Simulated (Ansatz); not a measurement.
System: hcp Lu. Method: revPBE (Ansatz, a first-principles code, plane waves, PAW).

Settings: plane-wave cutoff 520 eV, 18×18×10 k mesh (along the axes of the cell as run), Fermi–Dirac smearing 0.05 eV, scalar-relativistic PAW data made under PBE.

Energies at three volumes about the minimum:

| V (Å³/atom) | E − E_lowest (meV/atom) |
|---|---|
| 29.479 | 1.68 |
| 30.081 | 0.00 |
| 30.683 | 1.58 |

Question: Fit a parabola by hand: where is the minimum, and what is the bulk modulus?

Answer: Slopes: (0.00 − 1.68)/(30.081 − 29.479) = -2.791 and (1.58 − 0.00)/(30.683 − 30.081) = 2.625 meV/Å³. Curvature E″ = 2 × (2.625 − (-2.791))/(30.683 − 29.479) = 8.997 meV/Å⁶. From the middle of the first interval, the slope vanishes at V0 = 29.7800 − (-2.791)/8.997 = 30.090 Å³/atom. B = V0 E″ = 30.090 × 8.997 meV/Å³ × 0.1602 GPa per meV/Å³ = 43.4 GPa. The full Birch–Murnaghan fit to all volumes gives V0 = 30.082 Å³/atom and B0 = 43.4 GPa.

Shape and atoms are relaxed at each volume.

Measured, for comparison: bulk modulus 47.6 GPa (room temperature, not corrected to a static lattice; as tabulated in Wikipedia's data pages); equilibrium volume per atom 29.52 Å³/atom (room temperature, not corrected to a static lattice; as tabulated in Söderlind et al. (2014), doi:10.1088/0953-8984/26/41/416001). Computed (rounded) less measured: bulk modulus -9 %, equilibrium volume per atom +1.9 %.

Note: the bulk modulus comes from volumes at which shape and atoms were relaxed.
